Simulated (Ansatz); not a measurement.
# BNH (doublet): the correlation ladder at distance B1–H3 = 1.430 Å, 6-31G

How much of the correlation energy of BNH (doublet) does each wave-function method recover here?

Program: Ansatz 0.2.0, Gaussian basis. Level of theory: 6-31G, core rule «outside noble gas», up to 2 orbitals frozen. These are calculated values, not measurements.

To be run: UHF; CCSD(T) on ROHF; CCSD(T) on UHF; BCCD(T) on ROHF; CISD as a restricted active space (open shells left free, so some higher excitations enter); CCSDT(Q) on ROHF; CCSDT(Q) on UHF; CISDTQ; CCSDTQ on ROHF; CASSCF and MRCISD+Q, 3 electrons in 3 orbitals; CASSCF and NEVPT2, 3 electrons in 3 orbitals; CASSCF and MRCISD+Q, 9 electrons in 9 orbitals; CASSCF and NEVPT2, 9 electrons in 9 orbitals; Full CI.

18 further runs of the same task are left out: 11 that didn't finish, 7 set aside as unsound or not needed. Runs told in other sessions of the task aren't counted.

## Step 1: The geometry

The geometry derives from a PBE0/def2-TZVP stationary point (not a proven minimum). One bond is set to the value named and the two fragments are kept rigid.

3 atoms, charge 0, spin multiplicity 2.

Atoms are counted from 1 here; the program's logs count them from 0.

Bond lengths: B1–N2 1.306 Å, B1–H3 1.430 Å. Angles: N2–B1–H3 180.0°.

As a file:

```
B     0.0000    0.0000   -0.0414
N     0.0000    0.0000   -1.3471
H     0.0000    0.0000    1.3886
```

## Step 2: UHF

Contents of in.yaml:

```yaml
crystal:
  periodic: [false, false, false]
  atoms:
    - {symbol: B, position_ang: [0.000000, 0.000000, -0.041446]}
    - {symbol: N, position_ang: [0.000000, 0.000000, -1.347108]}
    - {symbol: H, position_ang: [0.000000, 0.000000, 1.388554]}
basis:
  gaussian: {orbitals: 6-31G}
magnetization: {spin_polarized: true, initial_magnetization: 1}
hamiltonian: {xc: hf}
output: {orbitals: {seedname: orbitals}}
```

Command:

```console
> ansatz run in.yaml --threads 1 --pin off --events-out ev --progress --plain --max-ram 2393MiB
```

The runs that follow: CCSD(T) on ROHF; CCSD(T) on UHF; BCCD(T) on ROHF; CISD as a restricted active space (open shells left free, so some higher excitations enter); CCSDT(Q) on ROHF; CCSDT(Q) on UHF; CISDTQ; CCSDTQ on ROHF; CASSCF and MRCISD+Q, 3 electrons in 3 orbitals; CASSCF and NEVPT2, 3 electrons in 3 orbitals; CASSCF and MRCISD+Q, 9 electrons in 9 orbitals; CASSCF and NEVPT2, 9 electrons in 9 orbitals; Full CI.

Before running them: what should the planned runs give, taken together? Wanted: FCI from the RHF energy; RMP2 from FCI; UMP2 from FCI; RCCSD from FCI; RCCSD(T) from FCI; UCCSD(T) from FCI; RCCSDT(Q) from FCI; UCCSDT(Q) from FCI; NEVPT2 pair from FCI.

As calculated:

| quantity | value |
| --- | --- |
| FCI from the ROHF energy | -4.5729 eV |
| RMP2 from FCI | +15.94 kcal/mol |
| UMP2 from FCI | +18.18 kcal/mol |
| RCCSD from FCI | +4.12 kcal/mol |
| RCCSD(T) from FCI | +0.89 kcal/mol |
| UCCSD(T) from FCI | +0.95 kcal/mol |
| RCCSDT(Q) from FCI | +0.02 kcal/mol |
| UCCSDT(Q) from FCI | -0.03 kcal/mol |
| NEVPT2 pair from FCI | +15.64 kcal/mol |
| MRCISD+Q pair from FCI | +1.59 kcal/mol |
| NEVPT2 valence from FCI | +8.01 kcal/mol |
| levels within 1 kcal/mol (43 meV) | RCCSD(T), UCCSD(T), BCCD(T), RCCSDT, UCCSDT, CISDTQ, RCCSDT(Q), UCCSDT(Q), RCCSDTQ, MRCISD+Q valence |
| T1 diagnostic | 0.024 |
| effectively unpaired electrons | 1.08 |

In words: RCCSD(T) misses by +0.89 kcal/mol, 0.8 % of the correlation energy. One determinant dominates. Of the multireference levels listed MRCISD+Q valence comes nearest in total energy (+0.31 kcal/mol), which doesn't show that its space is the better one. These misses are within one basis, not against nature; the frozen cores of restricted and unrestricted runs differ, which can shift their rows.

Levels on UHF freeze UHF's core orbitals, full CI those of ROHF, so the U rows can settle a little off it for that reason alone.

With open shells the CI space here admits some higher excitations, so it is larger than plain CISD.
